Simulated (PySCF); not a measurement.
Isomers of C2H4Cl2: computed energies against enthalpies of formation

**Experimental background.**

CRC Handbook of Chemistry and Physics lists, for the gas at 298.15 K: enthalpy of formation of `CC(Cl)Cl` (1,1-dichloroethane) -127.7 kJ/mol; enthalpy of formation of `ClCCCl` (1,2-dichloroethane) -126.4 kJ/mol.

How close the calculation comes is told at the end.

Differences of these values give the isomerisation enthalpies. Geometries: GFN2-xTB; runs in PySCF, gas phase, with a dispersion term only where the level names one. Total electronic energies (Eh):

| SMILES | PBE0/pcSseg-1 |
| --- | --- |
| CC(Cl)Cl | -998.57241 |
| ClCCCl | -998.57348 |

Geometry of `CC(Cl)Cl` (Å):
```
atom  x, y, z in Å
C1    -0.8280   -0.0121    0.0202
C2     0.6787    0.0253    0.1221
Cl3    1.3335    1.4110   -0.7889
Cl4    1.3868   -1.4785   -0.5224
H5    -1.2443    0.9077    0.4246
H6    -1.2114   -0.8576    0.5867
H7    -1.1357   -0.1132   -1.0177
H8     1.0295    0.1269    1.1508
```

Geometry of `ClCCCl` (Å):
```
atom  x, y, z in Å
Cl1   -1.9133    0.9262    0.3362
C2    -0.6814   -0.3255    0.0253
C3     0.6838    0.3271   -0.0307
Cl4    1.9174   -0.9218   -0.3471
H5    -0.9327   -0.8023   -0.9219
H6    -0.7423   -1.0516    0.8356
H7     0.7417    1.0554   -0.8393
H8     0.9359    0.8018    0.9173
```

Zero-point and thermal terms are left out, so the computed numbers are electronic energies.

## Comparison

Relative to `CC(Cl)Cl`, the lowest by measurement, in kJ/mol (measured: enthalpies at 298.15 K; computed: electronic energies):

| SMILES | measured | PBE0/pcSseg-1 |
| --- | --- | --- |
| CC(Cl)Cl | 0.0 | 0.0 |
| ClCCCl | 1.3 | -2.8 |

Measured values: -127.7 kJ/mol (298.15 K; CRC Handbook of Chemistry and Physics) for the first row; the others come from the same table. Unsigned miss: PBE0/pcSseg-1 4.1 kJ/mol. PBE0/pcSseg-1 puts another isomer lowest. The two lowest measured values lie only 1.3 kJ/mol apart, so their order may not be settled by the table. One conformer stands for `ClCCCl`, not necessarily the lowest, while the measurement averages over conformers. Where a level misses, the cause wasn't examined.
